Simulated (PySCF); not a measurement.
**Structure from 2D NMR**

Compound of formula C4H5F. Correlations simulated from computed shifts and couplings:

HSQC (one-bond C–H):
```csv
δH,δC,"$^{1}J$(C,H) (Hz)"
5.08,78.8,158
2.50,82.3,275
1.49,24.5,136
```

COSY cross peaks (|J| ≥ 2 Hz):
```csv
δH,δH,abs. J (Hz),bonds
5.08,2.50,3.3,4
5.08,1.49,7.4,3
```

HMBC (two and three bonds, |J| ≥ 2.5 Hz):
```csv
δH,δC [abs. J in Hz]
5.08,"85.2 [6.3], 82.3 [4.3], 24.5 [2.8]"
2.50,"85.2 [51.4], 78.8 [3.6]"
1.49,"85.2 [5.7], 78.8 [3.6]"
```

Carbons without hydrogens: δ 85.2.

Method: GIAO PBE0/pcSseg-1 shieldings, structure optimised with PBE0-D3(BJ)/def2-SVP, B3LYP/pcJ-1 coupling constants (spin–dipole term only in couplings to heteroatoms), in PySCF (one computed conformer, non-relativistic Hamiltonian, gas phase, averaged over atoms made equivalent by symmetry, fast rotation or ring inversion).

Shifts are taken against calculated references (same method and geometry level): $^{1}$H and $^{13}$C against TMS.

Exchangeable hydrogens are left out of these lists, and C,H couplings along chains are those of one rotamer, so weak HMBC peaks may be missing or extra.

Task: Assemble the structure.

Result: SMILES C#C[C@H](C)F.

Structure with atom numbers: `[CH:1]#[C:2][C@H:3]([CH3:4])[F:5]`. Each H is labelled by its parent atom.

1. δC 85.2 is C2, an alkyne carbon.
2. δC 82.3 is C1, a terminal alkyne carbon (δH 2.50).
3. δC 78.8 is C3, a propargylic sp3 CH bonded to F (δH 5.08).
4. δC 24.5 is C4, a methyl carbon (δH 1.49).
5. HMBC from δH 5.08 reaches the proton-free carbon C2.
6. HMBC from δH 2.50 reaches the proton-free carbon C2.
7. HMBC from δH 1.49 reaches the proton-free carbon C2.
8. COSY links 5.08–2.50, 5.08–1.49.

Common functionals overestimate the size of one-bond C–F couplings by tens of Hz; these are unscaled. Unscaled 3J(H,H) at this level run about 10 % above measured values. Shifts are as computed. Against solution values, carbons near 30 ppm lie about +2 ppm off and those near 130 ppm about +5 ppm. Of 1211 compounds with measured shifts, 218 miss one by over three times the rms of a fit or turn the order of signals round; such compounds aren't used in these exercises.
